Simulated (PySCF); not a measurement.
## A search over the determinants of ClF⁺

Unrestricted PBE0; PySCF, no relativity, basis sets Cl STO-3G, F STO-3G. Outer shells of the fragments: Cl+ 3s2 3p4; F 2s2 2p5.

Followed along the bond (rough minima from three points):

| 2Ms+1 | unpaired | ⟨S²⟩ at the start | R at minimum (Å) | Te (eV) |
| --- | --- | --- | --- | --- |
| 2 | π ↑ | 0.75 | 1.68 | 0.00 |
| 4 | σ ↑, π ↑↑ | 3.75 | none in the scan | ≤ 1.76 |

Solutions found at the starting distance of 1.685 Å, counted from the lowest of them; the search is not exhaustive and high or unbound solutions are not listed, so other states can lie among these:

| 2Ms+1 | unpaired | term | E (eV) | ⟨S²⟩ | ⟨Lz²⟩ | μ (D) |
| --- | --- | --- | --- | --- | --- | --- |
| 2 | π ↑ | ²Π | 0.00 | 0.75 | 1.00 | 0.20 |
| 4 | σ ↑, π ↑↑ | ⁴Σ⁻ | 2.49 | 3.75 | 0.00 | 0.48 |
| 2 | σ ↑, π ↑↓ | mixed | 3.29 | 1.75 | 2.00 | 0.50 |
| 2 | σ ↓, π ↑↑ | mixed | 3.39 | 1.75 | 0.00 | 0.41 |
| 2 | σ ↑ | mixed | 3.91 | 1.44 | 2.00 | 0.74 |
| 4 | σ ↑, π ↑↑ | mixed | 4.36 | 3.75 | 2.00 | 0.97 |
| 4 | σ ↑↑, π ↑ | ⁴Π | 6.51 | 3.75 | 1.00 | 0.21 |
| 2 | π ↑ | mixed | 8.56 | 1.46 | 1.36 | 0.98 |

A term symbol is given only where ⟨S²⟩ and ⟨Lz²⟩ are close to those of a pure state; real π, δ and φ orbitals otherwise mix terms. A positive dipole points towards F; it is taken about the centre of mass and depends on that origin.

Counting both spins, an empty level lies below a filled one in some of these solutions, because spin and occupation are held. STO-3G is very small, so such numbers show the basis as much as the molecule.
